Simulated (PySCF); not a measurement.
Compound: C3H4FN.
Atom-mapped SMILES: `[CH2:1]=[N:2][C:3](=[CH2:4])[F:5]` (hydrogens: H6, H7 on C1; H8, H9 on C4)

Structure used (PBE0-D3(BJ)/def2-SVP), in Å, numbered top down from 1:
```xyz
9
C3H4FN angstrom
C      1.6741    0.4456    0.4056
N      0.5694    0.6299   -0.1975
C     -0.4616   -0.2674   -0.0412
C     -1.6488   -0.1267   -0.6363
F     -0.2322   -1.3243    0.7552
H      1.8702   -0.4119    1.0697
H      2.4796    1.1766    0.2599
H     -1.8098    0.7371   -1.2788
H     -2.4410   -0.8589   -0.4822
```

The closed-shell ground state was solved at several levels (PySCF, density fitting, gas phase, non-relativistic).

| level | basis functions | total energy (Eh) | HOMO (eV) | LUMO (eV) | gap (eV) | dipole (D) |
| --- | --- | --- | --- | --- | --- | --- |
| mPW1PW91/pcSseg-2 | 236 | -271.3088 | -7.40 | -1.68 | 5.72 | 0.62 |
| B3LYP/def2-SVPD | 135 | -271.0871 | -7.22 | -1.89 | 5.33 | 0.53 |
| PBE0/pcSseg-1 | 105 | -270.9425 | -7.38 | -1.58 | 5.80 | 0.65 |

(1) What might B3LYP/pcJ-1 (175 basis functions) give for the same quantities?

(2) Over all these levels, which gives the widest orbital gap and which the narrowest?

(3) How far do the dipole and the HOMO energy spread over the levels?

## Answers

(1) Total energy -271.2811 Eh, HOMO -7.16 eV, LUMO -1.79 eV, gap 5.37 eV, dipole 0.59 D.

(2) PBE0/pcSseg-1 (global hybrid, 25 % exact exchange) has the widest, 5.80 eV, and B3LYP/def2-SVPD (global hybrid, 20 % exact exchange) the narrowest, 5.33 eV. Functional and basis both differ between the two, so the spread mixes both effects.

(3) The dipole runs from 0.53 to 0.65 D (mean 0.60 D) and the HOMO from -7.40 to -7.16 eV.

One conformer stands for the species.
